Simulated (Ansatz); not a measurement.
ClHOSi, SMILES `O[Si]Cl` at its PBE0-D4/def2-TZVP geometry, where that method's forces vanish. Charge 0, multiplicity 1.

| atom | x (Å) | y (Å) | z (Å) |
| --- | --- | --- | --- |
| O1 | 0.9644 | -0.3842 | -0.2962 |
| Si2 | 0.3481 | 1.0016 | 0.3190 |
| Cl3 | -1.7005 | 0.5149 | 0.4612 |
| H4 | 0.3880 | -1.1322 | -0.4840 |

Problem. For each bond, give half the difference of the two atoms' forces along it (eV/Å; positive pushes the atoms apart) under PBE-D4, r2SCAN-D4, B3LYP-D4, ωB97M-V in def2-TZVPP. (Estimate.)

Solution. The calculation gave: 
```tsv
bond	length (Å)	PBE-D4	r2SCAN-D4	B3LYP-D4	ωB97M-V
O1–Si2	1.637	0.46	0.08	0.16	0.11
O1–H4	0.963	0.33	0.02	-0.02	-0.09
Si2–Cl3	2.110	0.21	0.06	0.24	0.07
```

B3LYP here is the variant with VWN-RPA as its local correlation; programs differ in this.

All numbers were calculated with Ansatz.
